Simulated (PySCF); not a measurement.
## Working out the ionisation energy of C

C [He] 2s2 2p2 (3P) → C⁺ [He] 2s2 2p1 (2P). Computed with PySCF 2.14 in cc-pVDZ-DK, with scalar relativity by spin-free X2C-1e. Frozen: 1s2. Energies in hartree (1 hartree = 27.21139 eV):

```
            part   C (lower)  C⁺ (upper)
             UHF  -37.701472  -37.304630
CCSD correlation   -0.072913   -0.066690
             (T)   -0.000925   -0.000651
```

Task: What does Hartree-Fock give?

Result: (-37.304630) − (-37.701472) = 0.396842 hartree = 10.799 eV.

Task: What do CCSD and CCSD(T) give?

Result: The CCSD correlation energies differ by 0.006223 hartree = 0.169 eV and the triples by 0.000274 hartree = 0.007 eV, so CCSD gives 10.968 eV and CCSD(T) 10.975 eV.

Measured between the centres of the two terms (NIST): 11.262 eV, so CCSD(T) (valence) is off by -0.287 eV.

A double-zeta basis recovers only part of the correlation energy.

What remains against the reference includes basis incompleteness, the frozen core and higher excitations.
